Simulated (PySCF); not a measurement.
Compound: Cl₂.
SMILES with atom numbers: `[Cl:1][Cl:2]`

Level: CAM-B3LYP/def2-SVPD in PySCF, non-relativistic, on one gas-phase PBE0-D3(BJ)/def2-SVP geometry that isn't relaxed in the solvent. The solvent is an IEF-PCM continuum (van der Waals radii × 1.2), and excitations are vertical TDDFT with non-equilibrium linear response and a frozen core. Only the electrostatic response of the medium enters.

Gas-phase singlets (H = HOMO, L = LUMO):

```
state  E (eV)  λ (nm)      f  leading configuration
   S1   3.362     369  0.001              H-1→L 99%
   S2   3.362     369  0.001                H→L 99%
   S3   6.086     204  0.000              H-2→L 99%
   S4   6.086     204  0.000              H-3→L 99%
   S5   8.541     145  0.000              H→L+1 94%
```

**Question.** What are the lowest 5 singlets in benzene (ε = 2.271)?

**Answer.** 
```csv
state,E (eV),λ (nm),f,leading configuration,change by rank (eV)
S1,3.374,367,0.001,H→L 97%,+0.012
S2,3.374,367,0.001,H-1→L 97%,+0.012
S3,6.104,203,0.000,H-2→L 99%,+0.018
S4,6.104,203,0.000,H-3→L 99%,+0.018
S5,8.478,146,0.000,H→L+1 94%,-0.063
```

**Question.** How does the list change in acetonitrile (ε = 35.69)?

**Answer.** 
```
state  E (eV)  λ (nm)      f  leading configuration  change by rank (eV)
   S1   3.418     363  0.001                H→L 98%               +0.056
   S2   3.418     363  0.001              H-1→L 98%               +0.056
   S3   6.149     202  0.000              H-2→L 99%               +0.063
   S4   6.149     202  0.000              H-3→L 99%               +0.063
   S5   8.460     147  0.000              H→L+1 93%               -0.081
```

**Question.** How do the frontier levels move from gas to acetonitrile?

**Answer.** 
| orbital | gas (eV) | solvent (eV) | change (eV) | Löwdin shares, gas | Löwdin shares, solvent |
| --- | --- | --- | --- | --- | --- |
| LUMO+2 | 2.11 | 2.24 | +0.13 | Cl2 50 %, Cl1 50 % | Cl2 50 %, Cl1 50 % |
| LUMO+1 | 1.70 | 1.72 | +0.02 | Cl2 50 %, Cl1 50 % | Cl2 50 %, Cl1 50 % |
| LUMO | -2.52 | -2.41 | +0.11 | Cl2 50 %, Cl1 50 % | Cl2 50 %, Cl1 50 % |
| HOMO | -10.33 | -10.30 | +0.03 | Cl2 50 %, Cl1 50 % | Cl1 50 %, Cl2 50 % |
| HOMO-1 | -10.33 | -10.30 | +0.03 | Cl2 50 %, Cl1 50 % | Cl1 50 %, Cl2 50 % |
| HOMO-2 | -13.12 | -13.09 | +0.03 | Cl1 50 %, Cl2 50 % | Cl2 50 %, Cl1 50 % |
| HOMO-3 | -13.12 | -13.09 | +0.03 | Cl1 50 %, Cl2 50 % | Cl2 50 %, Cl1 50 % |

The HOMO–LUMO gap goes from 7.82 to 7.89 eV. Shares within a degenerate set are those of one arbitrary member.
